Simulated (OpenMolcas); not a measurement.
## Converging the basis set for BCl (SMILES [B]Cl)

BCl has 2 atoms, charge 0, and is taken as a singlet. As SMILES, `[B]Cl`. The coordinates come from a PBE0-D4/def2-TZVP relaxation.

```xyz
2

B     0.0000    0.0000   -0.0697
Cl    0.0000    0.0000    1.6482
```

Program: OpenMolcas 26.06. Method: KT2. Swept: basis set. Watched: the dipole moment. Each run: gradient. Hardware: 1 thread of Arm Neoverse V1, shared host.

The last row is the best point of the sweep, not the limit.

```csv
basis set,basis functions,value (D),from the best (D),wall time
cc-pVDZ,32,1.4947,-0.0015,2.7 s
cc-pCVDZ,45,1.4664,-0.0298,3 s
cc-pVTZ,64,1.4908,-0.0054,4.5 s
cc-pCVTZ,102,1.4962,0.0000,9 s
```

(1) For a target of 0.01 D, where can one stop?

Answers

(1) cc-pVTZ: it is 0.0054 D off and takes 4.5 s, against 9 s for cc-pCVTZ. cc-pVDZ happens to fall within the target too, but a later point doesn't.
